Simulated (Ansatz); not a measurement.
Born–Oppenheimer molecular dynamics of BClFH3 (6 atoms, charge 0, multiplicity 1). It starts at the highest image of a converged band, a first-order saddle point between two minima.

Method: RKS B3LYP/def2-SVP in Ansatz 0.2.0.

* ensemble: NVE (velocity Verlet)
* time step: 0.5 fs
* steps asked: 200
* starting velocities drawn for: 100 K
* seed: 6718

Frames 1 fs apart, positions in Å, forces in eV/Å.

Velocities at 60.0 fs (Å/ps):

```
B -4.22 -0.72 -20.32
Cl 0.22 -0.98 8.18
H -8.65 -0.02 -19.80
F 1.97 -0.71 -3.41
H 5.47 0.54 -16.38
H 3.77 55.19 30.81
```

```xyz
6
Properties=species:S:1:pos:R:3:forces:R:3 time_fs=60.0 energy_less_start_eV=-0.579 T=1221
B 0.040 -0.412 -0.695 -0.11 0.39 0.12
Cl 0.020 0.119 2.365 0.12 0.58 -0.65
H 0.916 0.409 -0.981 -0.30 -0.57 0.11
F -1.179 0.090 -0.525 0.27 -0.20 -0.19
H 0.168 -1.617 -0.554 0.09 0.32 -0.16
H -0.113 -0.498 3.459 -0.08 -0.52 0.77
6
Properties=species:S:1:pos:R:3:forces:R:3 time_fs=61.0 energy_less_start_eV=-0.579 T=1220
B 0.035 -0.413 -0.716 -0.01 0.32 0.19
Cl 0.021 0.118 2.373 0.12 0.57 -0.75
H 0.906 0.407 -1.000 -0.21 -0.49 0.05
F -1.177 0.089 -0.528 0.13 -0.18 -0.18
H 0.174 -1.615 -0.571 0.05 0.29 -0.17
H -0.110 -0.445 3.494 -0.08 -0.51 0.86
6
Properties=species:S:1:pos:R:3:forces:R:3 time_fs=62.0 energy_less_start_eV=-0.589 T=1240
B 0.031 -0.413 -0.736 0.02 0.22 0.26
Cl 0.021 0.117 2.381 0.07 0.37 -0.44
H 0.894 0.399 -1.019 -0.05 -0.33 -0.03
F -1.175 0.088 -0.532 -0.02 -0.14 -0.16
H 0.180 -1.610 -0.590 0.02 0.20 -0.18
H -0.107 -0.397 3.536 -0.04 -0.32 0.55
6
Properties=species:S:1:pos:R:3:forces:R:3 time_fs=63.0 energy_less_start_eV=-0.595 T=1250
B 0.027 -0.413 -0.755 0.01 0.11 0.33
Cl 0.021 0.117 2.389 0.00 0.10 0.13
H 0.882 0.389 -1.038 0.14 -0.12 -0.12
F -1.173 0.088 -0.535 -0.17 -0.11 -0.14
H 0.187 -1.603 -0.610 -0.01 0.07 -0.17
H -0.105 -0.352 3.584 0.03 -0.06 -0.02
6
Properties=species:S:1:pos:R:3:forces:R:3 time_fs=64.0 energy_less_start_eV=-0.582 T=1226
B 0.023 -0.413 -0.775 0.00 0.00 0.38
Cl 0.021 0.116 2.397 -0.06 -0.11 0.72
H 0.871 0.377 -1.059 0.34 0.11 -0.21
F -1.171 0.087 -0.539 -0.31 -0.07 -0.12
H 0.193 -1.596 -0.632 -0.04 -0.09 -0.15
H -0.102 -0.308 3.632 0.09 0.15 -0.62
6
Properties=species:S:1:pos:R:3:forces:R:3 time_fs=65.0 energy_less_start_eV=-0.559 T=1181
B 0.018 -0.413 -0.794 0.01 -0.07 0.41
Cl 0.022 0.116 2.405 -0.10 -0.23 1.16
H 0.863 0.367 -1.081 0.47 0.29 -0.28
F -1.169 0.086 -0.543 -0.43 -0.03 -0.09
H 0.199 -1.589 -0.656 -0.07 -0.23 -0.13
H -0.099 -0.263 3.674 0.13 0.27 -1.07
6
Properties=species:S:1:pos:R:3:forces:R:3 time_fs=66.0 energy_less_start_eV=-0.542 T=1149
B 0.014 -0.413 -0.813 0.11 -0.10 0.39
Cl 0.022 0.115 2.413 -0.12 -0.25 1.38
H 0.859 0.359 -1.106 0.50 0.38 -0.31
F -1.167 0.085 -0.547 -0.53 0.01 -0.06
H 0.205 -1.585 -0.681 -0.10 -0.33 -0.11
H -0.094 -0.214 3.705 0.14 0.28 -1.30
6
Properties=species:S:1:pos:R:3:forces:R:3 time_fs=67.0 energy_less_start_eV=-0.544 T=1152
B 0.010 -0.413 -0.832 0.31 -0.07 0.33
Cl 0.022 0.114 2.421 -0.12 -0.19 1.34
H 0.861 0.355 -1.134 0.41 0.35 -0.29
F -1.166 0.084 -0.550 -0.59 0.04 -0.03
H 0.209 -1.584 -0.706 -0.14 -0.36 -0.09
H -0.088 -0.164 3.724 0.13 0.23 -1.26
6
Properties=species:S:1:pos:R:3:forces:R:3 time_fs=68.0 energy_less_start_eV=-0.561 T=1185
B 0.006 -0.414 -0.850 0.56 -0.02 0.23
Cl 0.022 0.113 2.431 -0.09 -0.10 1.04
H 0.866 0.354 -1.165 0.21 0.24 -0.22
F -1.165 0.083 -0.554 -0.61 0.07 0.00
H 0.212 -1.586 -0.733 -0.18 -0.31 -0.07
H -0.081 -0.111 3.732 0.10 0.13 -0.97
6
Properties=species:S:1:pos:R:3:forces:R:3 time_fs=69.0 energy_less_start_eV=-0.577 T=1216
B 0.003 -0.414 -0.868 0.82 0.02 0.11
Cl 0.022 0.112 2.440 -0.05 0.00 0.51
H 0.873 0.355 -1.197 -0.03 0.08 -0.13
F -1.164 0.082 -0.558 -0.58 0.08 0.01
H 0.213 -1.591 -0.760 -0.21 -0.20 -0.06
H -0.073 -0.056 3.730 0.06 0.02 -0.44
6
Properties=species:S:1:pos:R:3:forces:R:3 time_fs=70.0 energy_less_start_eV=-0.579 T=1220
B 0.000 -0.414 -0.886 1.01 0.04 0.00
Cl 0.023 0.112 2.449 0.00 0.07 -0.16
H 0.880 0.357 -1.231 -0.26 -0.08 -0.02
F -1.164 0.081 -0.562 -0.51 0.08 0.02
H 0.213 -1.598 -0.788 -0.24 -0.06 -0.05
H -0.065 -0.002 3.724 0.01 -0.05 0.22
6
Properties=species:S:1:pos:R:3:forces:R:3 time_fs=71.0 energy_less_start_eV=-0.567 T=1198
B -0.002 -0.414 -0.904 1.08 0.03 -0.10
Cl 0.023 0.111 2.459 0.03 0.08 -0.77
H 0.884 0.358 -1.266 -0.43 -0.20 0.07
F -1.163 0.080 -0.566 -0.40 0.06 0.01
H 0.210 -1.606 -0.817 -0.26 0.09 -0.04
H -0.056 0.052 3.720 -0.03 -0.07 0.82
```

Of the whole run (100 fs, mean temperature of the second half 1220 K): The conserved energy stayed within 0.063 meV per atom of its start (net change 0.039 meV per atom), so the integration is sound. The system heated up, since it started high on the potential surface and ran downhill. A run of 0.1 ps of so small a system gives no equilibrium averages. The orbitals stay closed-shell, which can raise the energy where a bond breaks towards radicals; this wasn't checked here.

The run took 4.9 min on 1 thread of Arm Neoverse V1 (shared host), peak memory 0.1 GiB.
